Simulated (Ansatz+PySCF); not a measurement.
Values are calculated unless marked as measured or tabulated.
# Several solutions for singlet CH₂O

```xyz
4

C     0.0000    0.0000   -0.5646
O     0.0000    0.0000    0.7271
H     0.0000   -1.0200   -1.2147
H     0.0000    1.0200   -1.2147
```

Basis set: def2-SVP (spherical functions). Charge 0, multiplicity 1.

UHF was run from several starts with Ansatz (development build ahead of 0.2.0) and PySCF 2.14.0.

```json
{"run": "A", "program": "PySCF", "start": "guess minao, instabilities followed", "converged": "yes", "energy (hartree)": "-113.74768", "<S²>": "0.28"}
{"run": "B", "program": "PySCF", "start": "guess 1e, instabilities followed", "converged": "yes", "energy (hartree)": "-113.74768", "<S²>": "0.28"}
{"run": "C", "program": "Ansatz", "start": "atomic start, no search", "converged": "yes", "energy (hartree)": "-113.74459", "<S²>": "0.00"}
{"run": "D", "program": "PySCF", "start": "program defaults", "converged": "yes", "energy (hartree)": "-113.74459", "<S²>": "0.00"}
{"run": "E", "program": "PySCF", "start": "guess huckel, instabilities followed", "converged": "yes", "energy (hartree)": "-113.74768", "<S²>": "0.28"}
{"run": "F", "program": "Ansatz", "start": "search for the lowest state", "converged": "yes", "energy (hartree)": "-113.74768", "<S²>": "0.28"}
{"run": "G", "program": "PySCF", "start": "guess atom, instabilities followed", "converged": "yes", "energy (hartree)": "-113.74768", "<S²>": "0.28"}
{"run": "H", "program": "Ansatz", "start": "stability test followed", "converged": "yes", "energy (hartree)": "-113.74768", "<S²>": "0.28"}
```

(1) Which runs reached the lowest solution of this kind, and what is wrong with the others?

## Answers

(1) A, B, E, F, G, H reached the lowest solution found. Converged but too high: C by 0.08 eV, D by 0.08 eV. Convergence only shows a stationary point, and even a stable one can lie too high; stability tests and further starts are what find lower ones. Caution: the unrestricted determinant is spin contaminated.
